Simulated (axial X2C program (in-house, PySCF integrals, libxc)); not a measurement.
**A two-component session on B₂⁻: properties at the nuclei**

Wanted for B₂⁻: properties at the nuclei, at the two-component level.

The runs use an in-house X2C program for linear molecules on PySCF integrals; two-component X2C with atomic mean-field terms, B dyall-av3z.

All values are calculated.

## Step 1: The job

Input file task.json:

```json
{
 "zs": [
  5,
  5
 ],
 "q": -1,
 "bas": [
  "dyall-av3z",
  "dyall-av3z"
 ],
 "r0": 1.7,
 "levels": [
  "PBE0",
  "HF",
  "r2SCAN",
  "PBE",
  "LDA"
 ],
 "nst": 3
}
```

Keys: zs atomic numbers; q charge; bas basis sets; r0 starting distance in Å; levels methods (HF also brings MP2); nst determinants followed.

On the command line:

```
> python soeom.py task.json out
```

The runs that follow: Expectation values, lowest determinant; Expectation values, a higher determinant; Expectation values, a higher determinant.

**Question.** What will these runs give? Wanted: lowest determinant; A∥/gI B; qzz B; higher determinant (for each run or level that gives them).

**Answer**, as computed:

| quantity | value |
| --- | --- |
| lowest determinant | Ω = 3/2 (excess of +ω over −ω: ω = 3/2) |
| A∥/gI B (MHz), PBE0 | -1.25 |
| qzz B (a.u.), PBE0 | -0.28 |
| higher determinant | Ω = 1/2 (excess of +ω over −ω: 2 × ω = -1/2, ω = 3/2) |
| A∥/gI B (MHz), PBE0, higher determinant | -42.9 |
| qzz B (a.u.), PBE0, higher determinant | -0.27 |
| higher determinant | Ω = 1/2 (excess of +ω over −ω: ω = 1/2) |
| A∥/gI B (MHz), PBE0, higher determinant | 73.3 |
| qzz B (a.u.), PBE0, higher determinant | 0.17 |

In words: The expectation values come from single determinants, which for open shells can mix terms of unlike spin or miss the lowest Ω, so a determinant need not be a state. A∥ is the parallel hyperfine constant, which follows by multiplying with the nuclear g factor gI = μI/(I μN); qzz is the electric field gradient, eQq0 = 234.96 MHz × Q/barn × qzz. The operators were transformed with the bare-nucleus X2C matrices.
